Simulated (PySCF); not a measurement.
Below is a simulated gas-phase C 1s photoelectron spectrum of `C#CC(=O)NC`.

Every computed line was given a Gaussian of 1.0 eV full width at half maximum and an area set by the number of equivalent atoms; the highest printed point is 100. Level of theory: delta-SCF UKS SCAN, pcX-2 on the ionised atom, pcseg-1 elsewhere, spin-free X2C (PySCF 2.14.0).

binding energy (eV), intensity and a bar:
```
    289.4          0 
    289.6          1 
    289.8          3 #
    290.0          9 ###
    290.2         23 #######
    290.4         44 #############
    290.6         71 #####################
    290.8         93 ############################
    291.0        100 ##############################
    291.2         91 ###########################
    291.4         76 #######################
    291.6         64 ###################
    291.8         59 ##################
    292.0         57 #################
    292.2         49 ###############
    292.4         36 ###########
    292.6         22 ######
    292.8         10 ###
    293.0          4 #
    293.2          3 #
    293.4          5 ##
    293.6         13 ####
    293.8         25 #######
    294.0         39 ############
    294.2         49 ###############
    294.4         50 ###############
    294.6         40 ############
    294.8         26 ########
    295.0         14 ####
    295.2          6 ##
    295.4          2 #
    295.6          1 
    295.8          0
```

Count the maxima, the lines and the sites behind this envelope.

The curve has 2 maxima (at 291.0 and 294.3 eV). Under it lie 4 lines from 4 inequivalent carbon sites. At this width some lines have no maximum of their own.

Decompose the envelope and assign each component. Numbering: `[CH:1]#[C:2][C:3](=[O:4])[NH:5][CH3:6]`.

```json
{"position (eV)": "290.84", "relative area": "1", "line": "C 1s", "atoms": "C1", "environment": "terminal alkyne carbon"}
{"position (eV)": "291.08", "relative area": "1", "line": "C 1s", "atoms": "C2", "environment": "alkyne carbon"}
{"position (eV)": "292.04", "relative area": "1", "line": "C 1s", "atoms": "C6", "environment": "N-methyl carbon"}
{"position (eV)": "294.31", "relative area": "1", "line": "C 1s", "atoms": "C3", "environment": "amide carbonyl carbon"}
```

Lowest listed C 1s: C1, bonded to C (triple bond) and H. Highest, 3.47 eV above it: C3, bonded to O (double bond), N and C. The widest gap between neighbouring values is 2.27 eV, between 292.04 and 294.31 eV. Summing the Pauling electronegativity differences to the bonded atoms, each weighted by its formal bond order, gives -0.35 for the lowest site and +2.27 for the highest; no listed site has a larger sum than the highest. The smallest sum, -0.56, belongs to C6, 1.20 eV above the lowest.

Shake-up satellites, vibrational structure and lifetime widths aren't simulated. Spin contamination (⟨S²⟩ against 0.75 for a pure doublet) is marked for C 1s of C2 (0.86), which makes this value less certain. Isolated species at its GFN2-xTB geometry (one conformer only).

Conformer computed: `[CH:1]#[C:2][C:3](=[O:4])[NH:5][CH3:6]`: C2–C3–N5–C6 180°.
